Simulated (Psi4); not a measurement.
# CH3BO (Borane carbonyl) at OMP2/def2-TZVP (density fitting for correlation)

What is the vertical ionisation energy of CH3BO (Borane carbonyl) at OMP2/def2-TZVP (density fitting for correlation)? 

The calculation is run with Psi4 1.11.

2 further runs of the same task are left out: 1 that didn't finish, 1 set aside as unsound or not needed. Runs told in other sessions of the task aren't counted.

**1. The structure to begin with**

CH3BO has 6 atoms, charge 0, and is taken as a singlet. As SMILES, `[BH3-]C#[O+]`. Geometry: relaxed at PBE0-D4/def2-TZVP.

Bond lengths: B1–C2 1.512 Å, C2–O3 1.127 Å, B1–H4 1.209 Å, B1–H5 1.209 Å, B1–H6 1.209 Å. Angles: B1–C2–O3 179.9°, C2–B1–H4 104.6°, C2–B1–H5 104.5°, C2–B1–H6 104.5°, H4–B1–H5 113.9°, H4–B1–H6 113.9°, H5–B1–H6 113.9°.

**2. The energy at OMP2/def2-TZVP (density fitting for correlation)**

input.dat

```
memory 2.2 GB

molecule system {
  0 1
  B     -0.275160     0.419730    -0.199910
  C      0.494180    -0.755680     0.359250
  O      1.068320    -1.631140     0.776320
  H     -1.437140     0.121710    -0.050320
  H      0.069540     0.485120    -1.356800
  H      0.080260     1.360240     0.471460
  symmetry c1
}

set globals {
  basis           def2-TZVP
  puream          true
  e_convergence   1e-09
  d_convergence   1e-08
  scf_type        pk
  num_frozen_docc 3
}

e, wfn = energy('omp2', return_wfn=True)
```

Launch:

```bash
$ psi4 input.dat output.dat -n 1
```

output.dat:

```text
[...]
  Running in c1 symmetry.
[...]
  Nuclear repulsion =   56.830250486033535
[...]
  Multiplicity = 1
[...]
  Nalpha       = 11
  Nbeta        = 11
[...]
    Number of basis functions: 111
[...]
   @RHF iter   1:  -139.12858796207732   -8.99328e-01   3.11000e-03 ADIIS/DIIS
[...]
   @RHF iter  11:  -139.19658366666636   -1.62004e-12   1.43711e-09 DIIS
[...]
    Orbital Energies [Eh]
    ---------------------
    Doubly Occupied:
       1A    -20.708980     2A    -11.432195     3A     -7.555626
       4A     -1.566869     5A     -0.904468     6A     -0.799459
       7A     -0.693002     8A     -0.692983     9A     -0.558536
      10A     -0.472220    11A     -0.472210
[...]
  @RHF Final Energy:  -139.19658366666636
   => Energetics <=
    Nuclear Repulsion Energy =             56.8302504860335347
    One-Electron Energy =                -300.3405721009769422
    Two-Electron Energy =                 104.3137379482770228
    Total Energy =                       -139.1965836666663563
[...]
 Multipole Moments:
 ------------------------------------------------------------------------------------
     Multipole            Electronic (a.u.)      Nuclear  (a.u.)        Total (a.u.)
 ------------------------------------------------------------------------------------
 L = 1.  Multiply by 2.5417464519 to convert [e a0] to [Debye]
 Dipole X            :          2.1036013           -1.7680871            0.3355142
 Dipole Y            :         -3.2155653            2.7021024           -0.5134629
 Dipole Z            :          1.5290786           -1.2851222            0.2439564
 Magnitude           :                                                    0.6600975
[...]
	Warning: cc_lambda option is changed to TRUE
	For this residual convergence, default PCG convergence is:     1.00e-07
[...]
	DF-MP2 Total Energy (a.u.)         :  -139.68693795942048
[...]
	DF-MP2 Total Energy (a.u.)         :  -139.69690435523435
[...]
	DF-OMP2 Total Energy (a.u.)        :  -139.69690435523839
[...]
```

Run time: 17 s. Hardware: 1 thread of Intel Xeon 6975P-C (Granite Rapids), shared host; peak memory 0.48 GiB.

**3. The doublet cation**

ch3bo.dat

```
memory 2.2 GB

molecule {
  1 2
  B     -0.51997704     0.79317475    -0.37777515
  C      0.93386486    -1.42802824     0.67888411
  O      2.01883221    -3.08240787     1.46703219
  H     -2.71580100     0.22999857    -0.09509102
  H      0.13141155     0.91674394    -2.56398041
  H      0.15166942     2.57048106     0.89093028
  units bohr
  symmetry c1
  no_reorient
  no_com
}

set basis def2-TZVP
set reference uhf
set puream true
set e_convergence 1e-09
set d_convergence 1e-08
set scf_type pk
set num_frozen_docc 3
set maxiter 100

result = energy("omp2")
```

Launch:

```bash
$ psi4 -i ch3bo.dat -o ch3bo.out -n 1
```

ch3bo.out:

```text
[...]
  Running in c1 symmetry.
[...]
  Nuclear repulsion =   56.830250529776478
[...]
  Multiplicity = 2
[...]
  Nalpha       = 11
  Nbeta        = 10
[...]
    Number of basis functions: 111
[...]
   @UHF iter   1:  -138.69072654253216   -4.61466e-01   2.79591e-03 DIIS/ADIIS
[...]
   @UHF iter  29:  -138.77588398080599   -3.49587e-11   6.33005e-09 DIIS
[...]
   @S^2 Observed:                7.769773725E-01
[...]
    Orbital Energies [Eh]
    ---------------------
    Alpha Occupied:
       1A    -20.964213     2A    -11.672980     3A     -7.894085
       4A     -1.806761     5A     -1.204491     6A     -1.055279
       7A     -0.956343     8A     -0.929006     9A     -0.920508
      10A     -0.821688    11A     -0.768450
    Alpha Virtual:
      12A     -0.153005    13A     -0.136922    14A     -0.088537
      15A     -0.034198    16A     -0.026422    17A     -0.017533
      18A      0.023309    19A      0.046609    20A      0.056094
      21A      0.142794    22A      0.146497    23A      0.151083
      24A      0.181780    25A      0.227303    26A      0.317956
[...]
  @UHF Final Energy:  -138.77588398080599
   => Energetics <=
    Nuclear Repulsion Energy =             56.8302505297764782
    One-Electron Energy =                -294.3355129088190552
    Two-Electron Energy =                  98.7293783982365767
    Total Energy =                       -138.7758839808059861
  UHF NO Occupations:
  HONO-2 :    9  A 1.9964520
  HONO-1 :   10  A 1.9913701
  HONO-0 :   11  A 1.0000000
  LUNO+0 :   12  A 0.0086299
  LUNO+1 :   13  A 0.0035480
[...]
 Multipole Moments:
 ------------------------------------------------------------------------------------
     Multipole            Electronic (a.u.)      Nuclear  (a.u.)        Total (a.u.)
 ------------------------------------------------------------------------------------
 L = 1.  Multiply by 2.5417464519 to convert [e a0] to [Debye]
 Dipole X            :        -16.4095715           16.7212416            0.3116701
 Dipole Y            :         25.7636416          -25.5443351            0.2193065
 Dipole Z            :        -11.7317088           12.1525453            0.4208364
 Magnitude           :                                                    0.5677472
[...]
	Warning: cc_lambda option is changed to TRUE
	For this residual convergence, default PCG convergence is:     1.00e-07
[...]
	DF-SCS-MP2 Total Energy (a.u.)     :  -139.23526289331650
	DF-SOS-MP2 Total Energy (a.u.)     :  -139.23319369096004
[...]
	DF-SCS-OMP2 Total Energy (a.u.)    :  -139.24640600513249
	DF-SOS-OMP2 Total Energy (a.u.)    :  -139.20667830662103
	DF-SCS(N)-OMP2 Total Energy (a.u.) :  -138.97266729155740
[...]
	DF-OMP2 Total Energy (a.u.)        :  -139.25189919175813
[...]
```

It took 39 s on 1 thread of Intel Xeon 6975P-C (Granite Rapids), shared host; peak memory 0.48 GiB.

**4. Results**

Level: OMP2/def2-TZVP (density fitting for correlation), 3 core orbitals frozen.

```
                                                                  quantity          value
                                               singlet CH3BO: total energy  -139.69690 Eh
                        singlet CH3BO: HOMO energy (Hartree–Fock orbitals)      -12.85 eV
                        singlet CH3BO: LUMO energy (Hartree–Fock orbitals)        2.76 eV
                      singlet CH3BO: HOMO–LUMO gap (Hartree–Fock orbitals)       15.61 eV
                singlet CH3BO: correlation energy (3 core orbitals frozen)     -500.3 mEh
                                              doublet cation: total energy  -139.25190 Eh
doublet cation: HOMO energy (Hartree–Fock orbitals) (highest over α and β)      -20.27 eV
 doublet cation: LUMO energy (Hartree–Fock orbitals) (lowest over α and β)      -10.17 eV
               doublet cation: correlation energy (3 core orbitals frozen)     -476.0 mEh
                         doublet cation: ⟨S²⟩ of the reference determinant          0.777
                        vertical ionisation energy (to the doublet cation)      12.109 eV
```

**Reading.** The vertical ionisation energy comes to 12.11 eV (279 kcal/mol).
